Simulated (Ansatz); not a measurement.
We consider Bi₂S₃ (Pnma, No. 62), described by LDA (PAW; Ansatz, an electronic-structure program).

Settings: plane-wave cutoff 520 eV, 4×8×4 k mesh (along the axes of the cell as run), Fermi–Dirac smearing 0.01 eV, scalar-relativistic PAW data made under PBE.

Computed at the level's own relaxed cell.

Task: What does this level give for the band gap and smallest direct gap on the k points sampled?

Result: 
- band gap = 1.09 eV
- smallest direct gap on the k points sampled = 1.19 eV

Measured, for comparison: band gap 1.3 eV (temperature not stated, no zero-point or thermal correction; as tabulated in Wikipedia's data pages).

Note: the volume lies 7 % below that of the published cell.

Spin–orbit coupling is not included; with these elements it can move the gap by several tenths of an eV or more.

Cost on a shared machine: around 15 core-minutes (rough).
